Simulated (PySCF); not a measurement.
From r²SCAN to CCSD(T): MC along the second period

r²SCAN and CCSD(T) in PySCF with def2-TZVPPD on every atom, for the lowest determinant that a PBE0 search found; no spin–orbit coupling.

| molecule | state (unpaired electrons) | r²SCAN Re (Å) | r²SCAN ωe (cm⁻¹) | r²SCAN De (eV) | CCSD(T) Re (Å) | CCSD(T) ωe (cm⁻¹) | CCSD(T) De (eV) |
| --- | --- | --- | --- | --- | --- | --- | --- |
| C2 | triplet (σ ↑, π ↑) | 1.305 | 1690 | 6.31 | 1.319 | 1633 | 5.98 |
| CN | doublet (σ ↑) | 1.165 | 2149 | 7.72 | 1.178 | 2055 | 7.45 |
| CO | singlet (closed shell) | 1.127 | 2193 | 11.06 | 1.135 | 2150 | 10.91 |
| CF | doublet (π ↑) | 1.278 | 1292 | 5.83 | ? | ? | ? |

(1) Estimate the CCSD(T) values of CF by adding the mean shift from r²SCAN to CCSD(T) of the other rows, and compare with the calculation.

(2) What are the mean differences of r²SCAN from CCSD(T) over the whole series?

In a basis of this size CCSD(T) is itself not converged; it tends to give bonds that are too long and too weak.

Correlated steps freeze 2 core orbitals. UHF and ROHF references stand side by side, which adds small steps between rows. Where the molecule has an RHF reference, its open-shell atoms are computed with UHF. The CCSD T1 diagnostic is raised in CN, a sign that a single reference may not be enough there. States were picked by a PBE0 search and need not be the measured ground states.

Results:

(1) The mean shifts are +1.2 pm, -65 cm⁻¹ and -0.25 eV, which give 1.290 Å, 1227 cm⁻¹ and 5.58 eV. CCSD(T)/def2-TZVPPD gives Re = 1.280 Å, ωe = 1300 cm⁻¹, De = 5.54 eV.

(2) Re -0.9 pm, ωe +46 cm⁻¹, De +0.26 eV.
